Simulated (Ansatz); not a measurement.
Geometry optimisation, RKS PBE/6-31G* (Ansatz).

Input:

```yaml
crystal:
  periodic: [false, false, false]
  atoms:
    - { symbol: Mg, position_ang: [0.19845, -1.15194, 0.61201] }
    - { symbol: Mg, position_ang: [-0.2027, 1.14305, -0.62624] }
    - { symbol: H, position_ang: [0.47139, -2.74832, 1.4687] }
    - { symbol: H, position_ang: [-0.46714, 2.7572, -1.45447] }
basis:
  gaussian: { orbitals: "6-31G*" }
hamiltonian:
  xc: pbe
relax:
  f_tol: 0.02
  max_steps: 40
scf:
  lower_state_search: "off"
```

Command:

```bash
$ ansatz run input.yaml --threads 1 --pin off --max-ram 2048MiB --backend cpu --events-out ev --progress --plain --runs-dir out
```

**Question.** Where does it end, and by what steps?

**Answer.** It converged. After 3 steps the energy has fallen by 0.168 eV; Mg2 moved furthest, 0.13 Å.

```json
{"step": "0", "energy less start (eV)": "0.0000", "largest force component (eV/Å)": "1.422", "accepted": "yes"}
{"step": "1", "energy less start (eV)": "-0.1455", "largest force component (eV/Å)": "0.482", "accepted": "yes"}
{"step": "2", "energy less start (eV)": "-0.1655", "largest force component (eV/Å)": "0.122", "accepted": "yes"}
{"step": "3", "energy less start (eV)": "-0.1678", "largest force component (eV/Å)": "0.001", "accepted": "yes"}
```

```xyz
4
Properties=species:S:1:pos:R:3
Mg 0.215 -1.260 0.670
Mg -0.216 1.259 -0.671
H 0.477 -2.786 1.484
H -0.477 2.787 -1.482
```

Whether the end is a true minimum wasn't checked by a vibrational analysis.

The run took 2.6 s on 1 thread of Arm Neoverse V1 (shared host), peak memory 0.083 GiB.
